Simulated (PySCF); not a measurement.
# H₄SS, singlet: molecular constants

Method: PBE0 in PySCF with S def2-TZVP, H def2-TZVP; no relativity; density-fitted integrals.

The structure is a minimum.

Coordinates in bohr (charge 0 multiplicity 1):
```
S     0.0000    0.0000   -1.6808
S     0.0000    0.0000    2.0083
H     1.9448    0.0000   -3.4141
H     0.0000    2.6734   -1.7815
H    -1.9448    0.0000   -3.4141
H     0.0000   -2.6734   -1.7815
```

```
Point group                                                                   : C2v
Bond lengths                                                                  : S–H 1.379 Å (×2), S–H 1.416 Å (×2), S–S 1.952 Å
Bond angles                                                                   : H–S–H 88.6° (×4), H–S–H 96.6°, H–S–H 175.7°, H–S–S 92.2° (×2), H–S–S 131.7° (×2)
Zero-point energy                                                             : 103.3 kJ/mol
Heat capacity Cp at 298.15 K                                                  : 49.4 J/(mol K)
Lowest empty level                                                            : -1.36 eV
Dipole moment                                                                 : 4.05 D
Enthalpy at 298.15 K above 0 K                                                : 11.34 kJ/mol
Highest occupied level                                                        : -6.43 eV
Atomisation energy without zero-point energy                                  : 1083 kJ/mol
Principal quadrupole moments (Buckingham, traceless) about the centre of mass : -3.88, 0.41, 3.47 D Å
Rotational constants                                                          : 2.733, 0.2344, 0.2284 cm⁻¹
Rotational symmetry number                                                    : 2
Principal polarisabilities                                                    : 30.4, 43.0, 62.8 bohr³
Entropy at 298.15 K and 1 bar                                                 : 253.8 J/(mol K)
```

Harmonic modes (masses in u: S 31.972, H 1.008):
```
symmetry  ω (cm⁻¹)  IR (km/mol)     type
      b2       489         18.3     bend
      a1       594         66.1  stretch
      b1       887          0.1     bend
      a1       896          8.0     bend
      b2      1263         20.2     bend
      a1      1329          147     bend
      b1      1410         34.1     bend
      a2      1490          0.0     bend
      a1      2063          0.0  stretch
      b1      2099          562  stretch
      b2      2354         45.1  stretch
      a1      2392          130  stretch
```

In C2v the vibrations span 3b2 + 5a1 + 3b1 + a2. The a2 mode carries no infrared intensity, as symmetry demands.

Charges (e):
| atom | Mulliken | Löwdin | polar tensor | Mayer order to S1 |
| --- | --- | --- | --- | --- |
| S1 | -0.01 | 0.28 | 1.31 | – |
| S2 | -0.38 | -0.29 | -0.57 | 1.52 |
| H3,5 | 0.14 | 0.03 | -0.09 | 0.82 |
| H4,6 | 0.05 | -0.03 | -0.28 | 0.79 |

Mulliken populations on S1: s 5.57, p 9.63, d 0.78, f 0.02.

This need not be the most stable arrangement of these atoms.

The final relaxation and frequency run took about 2.3 core-minutes on a shared host.
